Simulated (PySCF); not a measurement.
**Variants of one PySCF input: BC**

Base input, run as `OMP_NUM_THREADS=1 python input.py` with PySCF 2.14:

```python
from pyscf import gto, dft

mol = gto.M(
    atom='B 0 0 0; C 0 0 1.373',
    basis='6-31g*',
    charge=0,
    spin=3,
    verbose=3,
)
mf = dft.UKS(mol, xc='bp86')
mf = mf.density_fit(auxbasis='def2-universal-jkfit')
mf.kernel()
mf.stability(internal=True, external=True)
mf.dip_moment()
print('orbital energies (hartree):', [e[max(0, n-3):n+3].round(4) for e, n in zip(mf.mo_energy, mol.nelec)])
```

Base result: E(SCF) = -62.642899 Eh, ⟨S²⟩ = 3.752, μz(SCF) = -1.06 D, internal stable; real -> complex stable. The bond length is a typed value, not an optimised one. No search for the lowest solution was made.

Hardware: AMD EPYC 7R43 64-Core, 1 thread, shared host. Wall time 7.5 s, peak memory 0.19 GiB.

Each row names what differs from the base; energies in brackets are changes from the base.

| change | result | wall time (s) |
| --- | --- | --- |
| spin-free X2C: off → on [basis contracted without relativity] | E(SCF) = -62.663826 Eh, ⟨S²⟩ = 3.752, μz(SCF) = -1.05 D, internal stable; real -> complex stable | 7.9 |
| charge: 0 → 1; spin (2S): 3 → 4 [another spin of the ion may lie lower] [a high spin state] | E(SCF) = -62.257366 Eh (+10.4909 eV), ⟨S²⟩ = 6.001, internal stable; real -> complex stable | 10 |
| density fitting: def2-universal-jkfit → none | E(SCF) = -62.642892 Eh (+0.0002 eV), ⟨S²⟩ = 3.752, μz(SCF) = -1.06 D, internal stable; real -> complex stable | 6.6 |
| functional: bp86 → bhandhlyp | E(SCF) = -62.620962 Eh, ⟨S²⟩ = 3.753, μz(SCF) = -1.70 D, internal stable; real -> complex stable | 9.1 |
| SCF type: UKS → RKS [runs as restricted open-shell] | stops with NotImplementedError after the SCF | 5.9 |
| length unit: angstrom → bohr [unsound on purpose] | E(SCF) = -61.081727 Eh (+42.4817 eV), ⟨S²⟩ = 3.753, μz(SCF) = 0.32 D, internal unstable; real -> complex stable | 8 |
| step after the SCF: stability → mp2; SCF type: UKS → UHF; functional: bp86 → none (Hartree–Fock); frozen orbitals: default → 2 | E(SCF) = -62.313621 Eh, E(MP2) − E(SCF) = -0.12017 Eh, ⟨S²⟩ = 3.753, μz(SCF) = -2.33 D | 1.8 |
| geometry: bond 1.373 → bond 1.277 | E(SCF) = -62.611093 Eh (+0.8655 eV), ⟨S²⟩ = 3.752, μz(SCF) = -1.20 D, internal unstable; real -> complex stable | 8.9 |
| spin (2S): 3 → 7 [a high spin state] | E(SCF) = -61.989054 Eh (+17.7920 eV), ⟨S²⟩ = 15.750, μz(SCF) = 3.27 D, internal stable; real -> complex stable | 24 |
| functional: bp86 → o3lyp | E(SCF) = -62.634709 Eh, ⟨S²⟩ = 3.752, μz(SCF) = -1.07 D, internal stable; real -> complex stable | 8.4 |
| integration grid: default → 6 | E(SCF) = -62.642899 Eh (+0.0000 eV), ⟨S²⟩ = 3.752, μz(SCF) = -1.06 D, internal stable; real -> complex stable | 23 |
| step after the SCF: stability → optimize | E(SCF) = -62.642899 Eh (+0.0000 eV), ⟨S²⟩ = 3.752, all at the start geometry; optimised bond 1.509 Å with E = -62.655431 Eh after 5 steps | 10 |
| functional: bp86 → wb97x | E(SCF) = -62.629348 Eh, ⟨S²⟩ = 3.754, μz(SCF) = -1.66 D, internal stable; real -> complex stable | 8.5 |
| functional: bp86 → revpbe | E(SCF) = -62.640656 Eh, ⟨S²⟩ = 3.752, μz(SCF) = -1.09 D, internal stable; real -> complex stable | 7.6 |

Q: Order these changes by how far they move the SCF energy from the base, largest first: (1) density fitting: def2-universal-jkfit → none; (2) geometry: bond 1.373 → bond 1.277; (3) integration grid: default → 6.

A: (2) +0.8655 eV, (1) +0.0002 eV, (3) +0.0000 eV.
